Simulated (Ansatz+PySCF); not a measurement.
Two shapes of triplet LiNH₂ in separate pieces.

Shape 1:

```xyz
4

N     0.0000    0.0000   -0.1308
H     0.0000    0.0000    0.9159
Li   30.0000    0.0000   -1.4381
H    30.0000    0.0000    4.3142
```

Shape 2:

```xyz
4

N     0.0000    0.0000   -0.2879
H     0.0000    0.0000    2.0151
Li   30.0000    0.0000   -0.5992
H    30.0000    0.0000    1.7976
```

Basis set: 6-31G (spherical functions). Frozen core: 1 orbital. Charge 0, multiplicity 3.

Computed with Ansatz (development build ahead of 0.2.0); each method stands on the lowest determinant of its kind that the runs found.

Question: Which shape is lower in energy, and by how much in each method?

Answer:

```json
{"method": "UHF", "E(2) − E(1) (eV)": "1.109"}
{"method": "UHF-MP2", "E(2) − E(1) (eV)": "1.661"}
{"method": "UHF-CCSD", "E(2) − E(1) (eV)": "1.292"}
{"method": "UHF-CCSD(T)", "E(2) − E(1) (eV)": "1.283"}
```

Shape 1 is lower. Caution: the unrestricted determinant is a mixture of spin states. Caution for UHF-MP2, UHF-CCSD, UHF-CCSD(T): bonds are stretched, where a single reference can fail. Caution for UHF-CCSD(T): another reference gives a lower total.
